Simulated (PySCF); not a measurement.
One of the candidates below gave these computed data.

All candidates are C5H9N.

| technique | computed result |
| --- | --- |
| 13C NMR | chemical shifts (computed TMS as zero) by class: 144.7 (1 C), 110.4 (1 C), 38.6 (1 C), 38.5 (1 C), 15.0 (1 C) ppm [GIAO PBE0/pcSseg-1] |
| Rotational structure | rotational constants A, B, C: 9.211, 2.158, 1.884 GHz [GFN2-xTB] |
| NMR, other nuclei | isotropic shieldings of nuclei other than C and H, by class: 216 (1 N) ppm [GIAO PBE0/pcSseg-1] |
| Dipole | 1.06 D [PBE0/pcSseg-1] |
| 1H NMR | chemical shifts (computed TMS as zero) by class: 5.90 (1 H), 5.81 (1 H), 2.68 (3 H), 2.56 (1 H), 1.17 (1 H), 1.04 (1 H), 0.76 (1 H) ppm [GIAO PBE0/pcSseg-1] |

Gas-phase values; electronic properties from PySCF, density fitting. Levels stand in brackets. The structure is a single GFN2-xTB conformer in the gas phase; no vibrational or solvent corrections. Each NMR value is the plain mean over a class of atoms that symmetry, rotation or inversion makes alike.

Question: Which candidate is it?
A. `CC(C)[C@H]1C=N1`
B. `C#CC[C@H](C)N`
C. `C=N/C=C/CC`
D. `C=C1C[C@@H]1NC`
E. `CC[C@@H](C)C#N`

Answer: D. It is `C=C1C[C@@H]1NC`. Numbering: `[CH2:1]=[C:2]1[CH2:3][C@@H:4]1[NH:5][CH3:6]`. Its formula, C5H9N, gives 2 degrees of unsaturation: 1 ring and 1 π bond in the structure found. 5 carbons fall into 5 classes; from least to most shielded: fully substituted alkene carbon [C2] (144.7 ppm), terminal =CH2 carbon [C1] (110.4 ppm), N-methyl carbon [C6] (38.6 ppm), ring sp3 carbon bound to nitrogen [C4] (38.5 ppm), allylic carbon [C3] (15.0 ppm). Hydrogen classes from least to most shielded: 1 H on a terminal =CH2 carbon, C1 (5.90 ppm), 1 H on a terminal =CH2 carbon, C1 (5.81 ppm), 3 H on an N-methyl carbon, C6 (2.68 ppm), 1 H on an sp3 carbon bound to nitrogen, C4 (2.56 ppm), 1 H on an allylic carbon, C3 (1.17 ppm), 1 H on an allylic carbon, C3 (1.04 ppm), 1 H on a secondary amine nitrogen, N5 (0.76 ppm). The other shieldings belong to: 216 ppm, secondary amine nitrogen [N5]. The optimised geometry has point group C1 and is an asymmetric top.

The others, at the same levels:
- `C=N/C=C/CC` fails: its computed 13C shifts are 152.2 (1 C), 151.0 (1 C), 148.3 (1 C), 29.7 (1 C), 17.0 (1 C) ppm, 1H shifts are 7.50 (1 H), 7.06 (1 H), 6.82 (1 H), 6.66 (1 H), 2.27 (2 H), 1.16 (3 H) ppm and rotational constant A is 16.613 GHz (against 9.211 GHz).
- `C#CC[C@H](C)N` fails: its computed 13C shifts are 89.3 (1 C), 75.5 (1 C), 52.8 (1 C), 30.5 (1 C), 26.0 (1 C) ppm, 1H shifts are 3.43 (1 H), 2.21 (1 H), 2.10 (1 H), 1.41 (1 H), 1.16 (2 H), 1.03 (3 H) ppm and rotational constant A is 7.802 GHz (against 9.211 GHz).
- `CC[C@@H](C)C#N` fails: its computed 13C shifts are 127.6 (1 C), 33.3 (1 C), 28.7 (1 C), 22.2 (1 C), 15.5 (1 C) ppm, 1H shifts are 2.11 (1 H), 1.50 (1 H), 1.45 (1 H), 1.37 (3 H), 1.25 (3 H) ppm and rotational constant A is 4.187 GHz (against 9.211 GHz).
- `CC(C)[C@H]1C=N1` fails: its computed 13C shifts are 182.2 (1 C), 40.0 (1 C), 34.5 (1 C), 22.3 (1 C), 22.0 (1 C) ppm, 1H shifts are 10.74 (1 H), 1.28 (3 H), 1.08 (1 H), 1.00 (3 H), 0.44 (1 H) ppm and rotational constant A is 6.493 GHz (against 9.211 GHz).

Each candidate is one conformer, not necessarily the lowest. The conformers computed, where there is a choice (atom-mapped SMILES and torsion angles):
- `[CH2:1]=[C:2]1[CH2:3][C@@H:4]1[NH:5][CH3:6]`: C3–C4–N5–C6 92°
- `[CH2:1]=[N:2]/[CH:3]=[CH:4]/[CH2:5][CH3:6]`: C1–N2–C3–C4 -179°, C3–C4–C5–C6 122°
- `[CH:1]#[C:2][CH2:3][C@H:4]([CH3:5])[NH2:6]`: C2–C3–C4–C5 -172°, H–N6–C4–C3 -57°, H–N6–C4–C3 -177°
- `[CH3:1][CH2:2][C@@H:3]([CH3:4])[C:5]#[N:6]`: C1–C2–C3–C4 174°
- `[CH3:1][CH:2]([CH3:3])[C@H:4]1[CH:5]=[N:6]1`: C1–C2–C4–C5 -144°
